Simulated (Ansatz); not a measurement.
Input file for Ansatz (a first-principles code): U-HF/def2-TZVPP on C2H5 (SMILES [CH2]C), 2S+1 = 2, atoms moved off the minimum.

Ansatz 0.2 input:
```yaml
crystal:
  periodic: [false, false, false]
  atoms:
    - {symbol: C, position_ang: [0.71848032, -0.10250666, 0.14128675]}
    - {symbol: C, position_ang: [-0.68953558, 0.20616942, 0.01456678]}
    - {symbol: H, position_ang: [1.40396810, 0.76734278, 0.20532822]}
    - {symbol: H, position_ang: [1.26633885, -1.01105924, -0.12834941]}
    - {symbol: H, position_ang: [-1.05522742, -0.13315690, 1.08264171]}
    - {symbol: H, position_ang: [-0.96837394, 1.09188619, -0.26662400]}
    - {symbol: H, position_ang: [-1.26582487, -0.52240800, -0.79945452]}
basis:
  gaussian:
    orbitals: def2-TZVPP
hamiltonian:
  xc: {name: HF}
magnetization: {spin_polarized: true, initial_magnetization: 1}
output: {forces: true}
```

The head of its log:

```
WARN ansatz: RAYON_NUM_THREADS=1 ignored (pool sized by the plan → 1); use --threads N
Functional definition: HF
integrals: 0.03 GiB planned
761 factors; their error is unknown
mean field: 0.28 GiB planned
mean field evaluation 1: about -2136.5188 eV, gradient 1.8e1 eV
mean field evaluation 2: about -2138.2160 eV, gradient 7.1e0 eV
```

Q: Predict the final total energy.

A: -78.5915 hartree.
